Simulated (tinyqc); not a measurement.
Worked calculation: CCSD on RHF in the sto-3g basis, frozen core, for HF, spin multiplicity 1. Computed by tinyqc, a small Python program that keeps every step (integrals from PySCF). Settings: charge = 0, multiplicity = 1, basis = sto-3g, method = RHF, frozen orbitals = 1, energy threshold = 1e-10, iteration cap = 50, orthogonalisation = symmetric, start = Wolfsberg-Helmholz matrix, DIIS depth = 6, amplitude equations = CCSD, DIIS depth for amplitudes = 4, cap on updates = 60. Command: `OMP_NUM_THREADS=1 python tinyqc.py 31622 31623 out.jsonl` (the two numbers bound the seeds that draw the settings). One thread of a shared host (Intel(R) Xeon(R) Processor @ 2.60GHz), about 0.2 s of CPU time with the checks. The early iterations of the SCF are left out here.

## One-electron integrals

Geometry (angstrom):

| atom | x | y | z |
|---|---|---|---|
| F | 0.000000 | 0.000000 | 0.000000 |
| H | 0.000000 | 0.000000 | 0.797000 |

Basis sto-3g: exponents (1/bohr^2) and contraction coefficients of normalised primitives:

| element | l (shell) | exponent | coefficient |
|---|---|---|---|
| F | s (1) | 166.679130 | 0.154329 |
| F | s (1) | 30.360812 | 0.535328 |
| F | s (1) | 8.216821 | 0.444635 |
| F | s (2) | 6.464803 | -0.099967 |
| F | s (2) | 1.502281 | 0.399513 |
| F | s (2) | 0.488588 | 0.700115 |
| F | p (3) | 6.464803 | 0.155916 |
| F | p (3) | 1.502281 | 0.607684 |
| F | p (3) | 0.488588 | 0.391957 |
| H | s (1) | 3.425251 | 0.154329 |
| H | s (1) | 0.623914 | 0.535328 |
| H | s (1) | 0.168855 | 0.444635 |

Overlap, kinetic and nuclear-attraction integrals over the contracted functions; the nuclear repulsion is the sum of Za Zb / Rab.

nuclear repulsion = 5.97565232 hartree

overlap S, lower triangle:
```
           1F 1s     1F 2s    1F 2px    1F 2py    1F 2pz     2H 1s
1F 1s   1.000000
1F 2s   0.237990  1.000000
1F 2px  0.000000  0.000000  1.000000
1F 2py  0.000000  0.000000  0.000000  1.000000
1F 2pz  0.000000  0.000000  0.000000  0.000000  1.000000
2H 1s   0.065492  0.532965  0.000000  0.000000  0.386844  1.000000
```

kinetic energy T (hartree), lower triangle:
```
            1F 1s     1F 2s    1F 2px    1F 2py    1F 2pz     2H 1s
1F 1s   36.984577
1F 2s   -0.212858  1.037995
1F 2px   0.000000  0.000000  3.248015
1F 2py   0.000000  0.000000  0.000000  3.248015
1F 2pz   0.000000  0.000000  0.000000  0.000000  3.248015
2H 1s    0.011826  0.203645  0.000000  0.000000  0.379713  0.760032
```

nuclear attraction V (hartree), lower triangle:
```
             1F 1s       1F 2s      1F 2px      1F 2py      1F 2pz      2H 1s
1F 1s   -77.673541
1F 2s    -9.334825  -12.192876
1F 2px    0.000000    0.000000  -12.046618
1F 2py    0.000000    0.000000    0.000000  -12.046618
1F 2pz   -0.019932   -0.227140    0.000000    0.000000  -12.207218
2H 1s    -2.658536   -5.239500    0.000000    0.000000   -3.433653  -6.795559
```

core Hamiltonian H = T + V (hartree), lower triangle:
```
             1F 1s       1F 2s     1F 2px     1F 2py     1F 2pz      2H 1s
1F 1s   -40.688964
1F 2s    -9.547682  -11.154881
1F 2px    0.000000    0.000000  -8.798603
1F 2py    0.000000    0.000000   0.000000  -8.798603
1F 2pz   -0.019932   -0.227140   0.000000   0.000000  -8.959203
2H 1s    -2.646710   -5.035855   0.000000   0.000000  -3.053940  -6.035527
```

## Two-electron integrals

Functions are numbered as in S; the eight-fold symmetry (ij|kl) = (ji|kl) = (kl|ij) leaves the list below.

Two-electron integrals (ij|kl) in chemists' order, unique and non-zero (hartree):
```
(11|11) 5.403501   (21|11) 0.841920   (21|21) 0.156299   (22|11) 1.268028
(22|21) 0.292344   (22|22) 0.926167   (31|31) 0.027998   (32|31) 0.043169
(32|32) 0.204588   (33|11) 1.264502   (33|21) 0.292403   (33|22) 0.925959
(33|33) 0.997514   (41|41) 0.027998   (42|41) 0.043169   (42|42) 0.204588
(43|43) 0.053770   (44|11) 1.264502   (44|21) 0.292403   (44|22) 0.925959
(44|33) 0.889973   (44|44) 0.997514   (51|51) 0.027998   (52|51) 0.043169
(52|52) 0.204588   (53|53) 0.053770   (54|54) 0.053770   (55|11) 1.264502
(55|21) 0.292403   (55|22) 0.925959   (55|33) 0.889973   (55|44) 0.889973
(55|55) 0.997514   (61|11) 0.236339   (61|21) 0.043430   (61|22) 0.080471
(61|33) 0.080359   (61|44) 0.080359   (61|51) 0.001706   (61|52) 0.003178
(61|55) 0.080706   (61|61) 0.012184   (62|11) 0.523086   (62|21) 0.121894
(62|22) 0.422261   (62|33) 0.416677   (62|44) 0.416677   (62|51) 0.008054
(62|52) 0.059461   (62|55) 0.433046   (62|61) 0.034194   (62|62) 0.224812
(63|31) 0.013649   (63|32) 0.077467   (63|53) 0.012880   (63|63) 0.035734
(64|41) 0.013649   (64|42) 0.077467   (64|54) 0.012880   (64|64) 0.035734
(65|11) 0.320882   (65|21) 0.075844   (65|22) 0.281626   (65|33) 0.269045
(65|44) 0.269045   (65|51) 0.018181   (65|52) 0.116330   (65|55) 0.306480
(65|61) 0.022296   (65|62) 0.183734   (65|65) 0.185365   (66|11) 0.617508
(66|21) 0.146207   (66|22) 0.576518   (66|33) 0.556285   (66|44) 0.556285
(66|51) 0.013929   (66|52) 0.137409   (66|55) 0.616327   (66|61) 0.041390
(66|62) 0.367454   (66|65) 0.349075   (66|66) 0.774606
```

## Orthogonalisation

S = U s U^T; symmetric (Loewdin) form X = U s^(-1/2) U^T, so that X^T S X = 1.

eigenvalues of S: 0.328358  0.847107  1.000000  1.000000  1.116591  1.707944

X, lower triangle:
```
            1F 1s      1F 2s    1F 2px    1F 2py     1F 2pz     2H 1s
1F 1s    1.023641
1F 2s   -0.137563   1.188799
1F 2px   0.000000   0.000000  1.000000
1F 2py   0.000000   0.000000  0.000000  1.000000
1F 2pz  -0.010036   0.118643  0.000000  0.000000   1.084479
2H 1s    0.026362  -0.385634  0.000000  0.000000  -0.275424  1.246238
```

## Iteration 7 (converged): orbitals

converged F (hartree), lower triangle:
```
             1F 1s      1F 2s     1F 2px     1F 2py     1F 2pz      2H 1s
1F 1s   -25.880969
1F 2s    -6.623513  -3.074017
1F 2px    0.000000   0.000000  -0.470739
1F 2py    0.000000   0.000000   0.000000  -0.470739
1F 2pz   -0.029614  -0.156159   0.000000   0.000000  -0.460093
2H 1s    -1.846454  -1.418924   0.000000   0.000000  -0.641742  -0.810657
```

Diagonalise F' = X^T F X, C = X C', fill 5 alpha and 5 beta electrons from the bottom; D = 2 C_occ C_occ^T. Each column has its largest component positive (the first on a tie).

F' = X^T F X (hartree), lower triangle:
```
            1          2          3          4          5         6
1  -25.401398
2   -3.417453  -1.674052
3    0.000000   0.000000  -0.470739
4    0.000000   0.000000   0.000000  -0.470739
5   -0.053253   0.115217   0.000000   0.000000  -0.206361
6   -0.335325  -0.735058   0.000000   0.000000  -0.653712  0.015924
```

orbital energies (hartree): MO1 -25.891196, MO2 -1.519055, MO3 -0.618724, MO4 -0.470739, MO5 -0.470739, MO6 0.763089

coefficients C:
```
              MO1        MO2        MO3       MO4        MO5        MO6
1F 1s    0.994520  -0.244089   0.095445  0.000000   0.000000   0.099002
1F 2s    0.024217   0.898439  -0.507723  0.000000   0.000000  -0.727595
1F 2px   0.000000   0.000000   0.000000  0.977096  -0.212801   0.000000
1F 2py   0.000000   0.000000   0.000000  0.212801   0.977096   0.000000
1F 2pz   0.004070   0.134917   0.719910  0.000000   0.000000  -0.854190
2H 1s   -0.007496   0.181144   0.473813  0.000000   0.000000   1.233292
```

D after iteration 7, lower triangle:
```
            1F 1s      1F 2s    1F 2px    1F 2py    1F 2pz     2H 1s
1F 1s    2.115519
1F 2s   -0.487347   2.131123
1F 2px   0.000000   0.000000  2.000000
1F 2py   0.000000   0.000000  0.000000  2.000000
1F 2pz   0.079655  -0.488403  0.000000  0.000000  1.072979
2H 1s   -0.012894  -0.156001  0.000000  0.000000  0.731024  0.514737
```

Within a degenerate level the vectors are fixed only up to a rotation; this is one choice.

## Convergence

Stop when the energy changes by less than 1e-10 hartree and every element of the error matrix X^T (F D S - S D F) X is below 3e-06.

Course of the cycle:

| iteration | E (hartree) | change | largest element of the error matrix |
|---|---|---|---|
| 1 | -98.30537974 | - | 5.45e-01 |
| 2 | -98.50911913 | -2.04e-01 | 1.22e-01 |
| 3 | -98.52740232 | -1.83e-02 | 1.71e-02 |
| 4 | -98.52762464 | -2.22e-04 | 1.29e-03 |
| 5 | -98.52762534 | -7.02e-07 | 1.04e-04 |
| 6 | -98.52762535 | -5.34e-09 | 3.67e-06 |
| 7 | -98.52762535 | -6.57e-12 | 9.03e-10 |

PySCF RHF in the same basis = -98.52762535 hartree

Converged in 7 iterations.

## Integrals over molecular orbitals

(pq|rs) = sum C_ip C_jq C_kr C_ls (ij|kl), one index at a time.

one-electron integrals over orbitals h = C^T H C (hartree), lower triangle:
```
            1          2          3          4          5          6
1  -40.669920
2    0.690075  -9.210009
3   -0.260394   0.504320  -8.055690
4    0.000000   0.000000   0.000000  -8.798603
5    0.000000   0.000000   0.000000   0.000000  -8.798603
6   -0.271608   1.404127   1.619095   0.000000   0.000000  -6.098854
```

Two-electron integrals over orbitals (pq|rs), unique and non-zero (hartree); the lowest 1 orbital is frozen and left out:
```
(22|22) 0.863840    (32|22) 0.011559    (32|32) 0.156757    (33|22) 0.777427
(33|32) -0.072475   (33|33) 0.834856    (42|42) 0.174665    (43|42) -0.049622
(43|43) 0.057450    (44|22) 0.870642    (44|32) -0.072911   (44|33) 0.798344
(44|44) 0.997514    (52|52) 0.174665    (53|52) -0.049622   (53|53) 0.057450
(54|54) 0.053770    (55|22) 0.870642    (55|32) -0.072911   (55|33) 0.798344
(55|44) 0.889973    (55|55) 0.997514    (62|22) -0.146997   (62|32) -0.025617
(62|33) -0.057231   (62|44) -0.149042   (62|55) -0.149042   (62|62) 0.103435
(63|22) -0.122870   (63|32) 0.087720    (63|33) -0.139282   (63|44) -0.164550
(63|55) -0.164550   (63|62) 0.063454    (63|63) 0.141019    (64|42) -0.049210
(64|43) -0.008253   (64|64) 0.033116    (65|52) -0.049210   (65|53) -0.008253
(65|65) 0.033116    (66|22) 0.706405    (66|32) 0.082303    (66|33) 0.665801
(66|44) 0.660905    (66|55) 0.660905    (66|62) -0.070929   (66|63) -0.008328
(66|66) 0.721093
```

## CCSD: starting amplitudes

t_ij^ab = <ij||ab> / (e_i + e_j - e_a - e_b), whose energy is MP2.

Starting amplitudes (spin orbitals 1a, 1b, ...; amplitudes related by a flip of all spins are not repeated):

| from | to | t |
|---|---|---|
| 3a 3b | 6a 6b | -0.051027 |
| 2a 2b | 6a 6b | -0.022662 |
| 2a 3b | 6a 6b | -0.017318 |
| 5a 5b | 6a 6b | -0.013420 |
| 4a 4b | 6a 6b | -0.013420 |

correlation energy = -0.01262646 hartree

## CCSD: amplitude update 1

t_i^a D_i^a and t_ij^ab D_ij^ab are set to the remaining terms of the spin-orbital equations, evaluated with the old amplitudes; for the doubles these are <ij||ab> + 1/2 <ab||ef> t_ij^ef + 1/2 <mn||ij> t_mn^ab + P(ij)P(ab) <mb||ej> t_im^ae + terms in t^2 + terms with t1, D the orbital-energy denominators.

Amplitudes after update 1 (spin orbitals 1a, 1b, ...; amplitudes related by a flip of all spins are not repeated):

| from | to | t |
|---|---|---|
| 3a 3b | 6a 6b | -0.066363 |
| 2a 2b | 6a 6b | -0.025632 |
| 2a 3b | 6a 6b | -0.024587 |
| 5a 5b | 6a 6b | -0.015634 |
| 4a 4b | 6a 6b | -0.015634 |
| 3a | 6a | 0.004145 |
| 2a | 6a | 0.000436 |

correlation energy = -0.01616279 hartree

## CCSD: convergence

E_corr = 1/4 sum <ij||ab> t_ij^ab + 1/2 sum <ij||ab> t_i^a t_j^b; stop when the norm of the change is below 1e-8.

Course of the amplitude iterations:

| update | correlation energy (hartree) | norm of the change |
|---|---|---|
| 0 | -0.01262646 | - |
| 1 | -0.01616279 | 3.84e-02 |
| 2 | -0.01729414 | 1.33e-02 |
| 3 | -0.01789092 | 4.79e-03 |
| 4 | -0.01788891 | 2.81e-04 |
| 5 | -0.01788909 | 1.64e-05 |
| 6 | -0.01788910 | 3.10e-06 |
| 7 | -0.01788911 | 6.59e-07 |
| 8 | -0.01788911 | 2.68e-08 |
| 9 | -0.01788911 | 3.75e-09 |

Converged amplitudes (spin orbitals 1a, 1b, ...; amplitudes related by a flip of all spins are not repeated):

| from | to | t |
|---|---|---|
| 3a 3b | 6a 6b | -0.075124 |
| 2a 3b | 6a 6b | -0.028080 |
| 2a 2b | 6a 6b | -0.025781 |
| 5a 5b | 6a 6b | -0.016213 |
| 4a 4b | 6a 6b | -0.016213 |
| 3a | 6a | 0.007772 |
| 2a | 6a | 0.000311 |

CCSD total energy = -98.54551446 hartree

T1 diagnostic, norm of the one-spin t1 over sqrt(correlated electrons) = 0.002750

Converged in 9 updates, with DIIS from the third.
